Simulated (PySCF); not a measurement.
Simulated outer-valence photoelectron spectrum of `OCC=S`. Level of theory: EOM-IP-CCSD/aug-cc-pVDZ in PySCF, restricted Hartree–Fock reference, frozen core, non-relativistic, gas phase, PBE0-D3(BJ)/def2-SVP geometry.

Each root has a Gaussian of 0.3 eV full width with its one-hole share as area; cross sections and vibrations are left out, and the highest printed point is 100.

ionisation energy (eV), intensity and a bar:
```
      8.6          1 
      8.8         35 ##########
      9.0        100 ##############################
      9.2         25 #######
      9.4          1 
      9.6          0 
      9.8          0 
     10.0          0 
     10.2          0 
     10.4          0 
     10.6          0 
     10.8         15 #####
     11.0         94 ############################
     11.2         51 ###############
     11.4         38 ###########
     11.6         99 ##############################
     11.8         24 #######
     12.0          0 
     12.2          0 
     12.4          0 
     12.6         19 ######
     12.8         97 #############################
     13.0         42 #############
     13.2          2 
     13.4          0 
     13.6          0 
     13.8          0 
     14.0         23 #######
     14.2         98 #############################
     14.4         35 ###########
     14.6          1 
     14.8         11 ###
     15.0         85 #########################
     15.2         58 #################
     15.4          3 #
     15.6          6 ##
     15.8         72 ######################
     16.0         74 ######################
     16.2          6 ##
     16.4          0 
     16.6          0 
     16.8          0 
     17.0          0 
     17.2          0 
     17.4          0 
     17.6          0 
     17.8          7 ##
     18.0         75 ######################
     18.2         70 #####################
     18.4          6 ##
```

Where are the maxima, and how many lines lie under the curve?

8 maxima, at 9.0, 11.1, 11.6, 12.8, 14.2, 15.1, 15.9 and 18.1 eV, from 8 lines.

List the lines with their holes.

| E (eV) | leading hole (HF orbital) | area | Koopmans (eV) |
| --- | --- | --- | --- |
| 8.99 | HOMO | 0.95 | 9.55 |
| 11.05 | HOMO-1 | 0.95 | 11.10 |
| 11.58 | HOMO-2 | 0.95 | 13.24 |
| 12.83 | HOMO-3 | 0.95 | 14.04 |
| 14.22 | HOMO-4 | 0.94 | 15.58 |
| 15.07 | HOMO-5 | 0.93 | 16.92 |
| 15.90 | HOMO-6 | 0.94 | 17.40 |
| 18.09 | HOMO-7 | 0.94 | 19.84 |

The widest gap, 2.19 eV, lies between 15.90 and 18.09 eV. Only orbitals with −ε under 21 eV, eight at most, were ionised, so the high end of the curve may lack lines.

The values belong to the conformer `[OH:1][CH2:2][CH:3]=[S:4]`: O1–C2–C3–S4 -149°, H–O1–C2–C3 67°.
